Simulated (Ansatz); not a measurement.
**C₄H₇ClO: a ladder of functionals and wavefunction methods**

How much do the methods differ for C₄H₇ClO? The plan is to run it at one geometry with functionals of several rungs and with coupled cluster, and see how far each lands from CCSD(T) at the basis-set limit for the atomisation energy.

Computed with Ansatz 0.2.0, Gaussian basis. Level: functionals in def2-TZVPP, the program's frozen cores in correlated methods.

Levels to be run: PBE-D4, r2SCAN-D4, PBE0-D4, B3LYP-D4, ωB97X-V, ωB97M-V, B2PLYP; CCSD(T)/def2-TZVPP; MP2/def2-QZVPP; extrapolation to the limit.

### 1 The relaxed structure

All runs share one geometry, relaxed beforehand with PBE0-D4 in a triple-zeta def2 set.

13 atoms, charge 0, spin multiplicity 1.

Atoms are counted from 1 here; the program's logs count them from 0.

Bond lengths: C1–C2 1.321 Å, C1–H7 1.081 Å, C1–H8 1.082 Å, C2–Cl3 1.735 Å, C2–C4 1.502 Å, C4–C5 1.521 Å, C4–O6 1.411 Å, C4–H9 1.101 Å, C5–H10 1.094 Å, C5–H11 1.092 Å, C5–H12 1.090 Å, O6–H13 0.960 Å. Angles: C2–C1–H7 121.6°, C2–C1–H8 118.9°, H7–C1–H8 119.5°, C1–C2–Cl3 121.1°, C1–C2–C4 125.9°, Cl3–C2–C4 113.0°, C2–C4–C5 111.8°, C2–C4–O6 107.5°, C2–C4–H9 106.9°, C5–C4–O6 111.5°, C5–C4–H9 108.9°, O6–C4–H9 110.1°, C4–C5–H10 110.1°, C4–C5–H11 109.9°, C4–C5–H12 111.1°, H10–C5–H11 109.0°, H10–C5–H12 107.8°, H11–C5–H12 108.9° and more.

### 2 PBE-D4 (GGA)

Contents of in.yaml:

```yaml
crystal:
  periodic: [false, false, false]
  atoms:
    - {symbol: C, position_ang: [-0.137471, -2.040195, -0.139717]}
    - {symbol: C, position_ang: [0.182798, -0.949059, 0.531805]}
    - {symbol: Cl, position_ang: [1.337908, -0.999587, 1.824904]}
    - {symbol: C, position_ang: [-0.377740, 0.425166, 0.297749]}
    - {symbol: C, position_ang: [0.671368, 1.377572, -0.253888]}
    - {symbol: O, position_ang: [-1.470692, 0.293866, -0.584858]}
    - {symbol: H, position_ang: [0.309714, -2.998176, 0.087748]}
    - {symbol: H, position_ang: [-0.872127, -1.970206, -0.930617]}
    - {symbol: H, position_ang: [-0.722354, 0.800845, 1.273403]}
    - {symbol: H, position_ang: [0.246252, 2.378684, -0.371272]}
    - {symbol: H, position_ang: [1.019406, 1.023438, -1.226471]}
    - {symbol: H, position_ang: [1.525203, 1.454760, 0.419903]}
    - {symbol: H, position_ang: [-1.691766, 1.168194, -0.913886]}
basis:
  gaussian: {orbitals: def2-TZVPP}
hamiltonian: {xc: pbe, dispersion: d4}
output: {forces: true, orbitals: {seedname: orbitals}}
```

Command:

```sh
$ ansatz run in.yaml --threads 2 --pin off --events-out ev --progress --plain --max-ram 32768MiB --backend cuda --devices 0, --max-vram 18GiB
```

Further steps of the session: r2SCAN-D4 (meta-GGA); PBE0-D4 (hybrid); B3LYP-D4 (hybrid); ωB97X-V (range-separated); ωB97M-V (range-separated); B2PLYP (double hybrid); CCSD(T) in def2-TZVPP; MP2 in def2-QZVPP.

**Question.** What will the summary of the whole plan be? Wanted: atomisation energy, CCSD(T)/CBS; farthest; mean size of error, hybrid; mean size of error, range-separated; gap, smallest and largest; T1 diagnostic; triples share of the correlation energy.

The runs gave:

```
                               quantity                                  value
        atomisation energy, CCSD(T)/CBS                              53.591 eV
    functionals within 0.268 eV (0.5 %)  r2SCAN-D4, B3LYP-D4, ωB97X-V, ωB97M-V
                               farthest                     PBE-D4 (+1.521 eV)
             mean size of error, hybrid                               0.271 eV
    mean size of error, range-separated                               0.098 eV
              gap, smallest and largest   5.13 eV (PBE-D4), 11.82 eV (ωB97X-V)
                          T1 diagnostic                                 0.0103
triples share of the correlation energy                                  4.1 %
```

In words: PBE-D4 is off by +1.521 eV. Double hybrids carry the basis error of their MP2 part in triple zeta, and no dispersion term here, so their miss is partly the set-up's. The reference freezes the cores and leaves out relativity and excitations past (T), so misses under about 0.268 eV can't be ranked. Hartree-Fock recovers 72 % of the binding; the rest is correlation. Orbital gaps span 5.1 to 11.8 eV; exact exchange widens them.
